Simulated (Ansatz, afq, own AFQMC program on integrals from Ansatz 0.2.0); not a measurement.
C2H7, doublet: AFQMC among the cluster methods

```xyz
9

C    -1.2154    0.0000    0.0000
H    -1.5786    1.0273    0.0000
H    -1.5786   -0.5137    0.8897
H    -1.5786   -0.5137   -0.8897
H     0.0126    0.0000    0.0000
C     1.2876    0.0000    0.0000
H     1.2876   -1.0800    0.0000
H     1.2876    0.5400    0.9353
H     1.2876    0.5400   -0.9353
```

Basis cc-pVDZ. Only valence electrons are correlated. Integrals, coupled cluster, full CI and functionals: Ansatz 0.2.0; the random walks run on the same integrals in our own AFQMC program. ph-AFQMC/CISD is guided by a CISD state made of CCSD amplitudes; releasing the constraint for a short imaginary time cuts its bias at the price of noise, slowly where states lie close. Error bars are statistical, one sigma.

Determinant: UHF, the one that the program's search chose, which needn't be the lowest solution. The geometry is a point of a scan.

No full CI on the walks' own integrals is used here; CCSDT(Q) serves as the reference and is uncertain by about the last step of the cluster series.

```
T1 diagnostic                               : 0.0110
weight of the determinant in the CISD state : 0.871
⟨S²⟩ of the determinant                     : 0.781
size of the correlated space                : 15 electrons in 61 orbitals
```

Reference: CCSDT(Q), correlation energy -9.880 eV. The released energy is read at 1.50 1/Eh (meV from the phaseless value at times in 1/Eh: -3 ± 3 at 0.24, -6 ± 3 at 0.51, -18 ± 5 at 0.99, -12 ± 5 at 1.50).

| level | E − E(reference) (mEh) | share of correlation (%) |
| --- | --- | --- |
| HF | 363.07 | 0.00 |
| MP2 | 54.02 | 85.12 |
| CCSD | 10.02 | 97.24 |
| CCSD(T) | 1.34 | 99.63 |
| CCSDT | 0.42 | 99.88 |
| ph-AFQMC/CISD | 0.33 ± 0.14 | 99.91 |
| released AFQMC | -0.11 ± 0.17 | 100.03 |

A walk keeps the symmetry of its determinant, which the program's search chose and which needn't be the lowest solution, so a lower state of the same spin and another symmetry isn't excluded. Released energies are given only where the last usable release times agree within the noise; a slower fall can still hide under it.
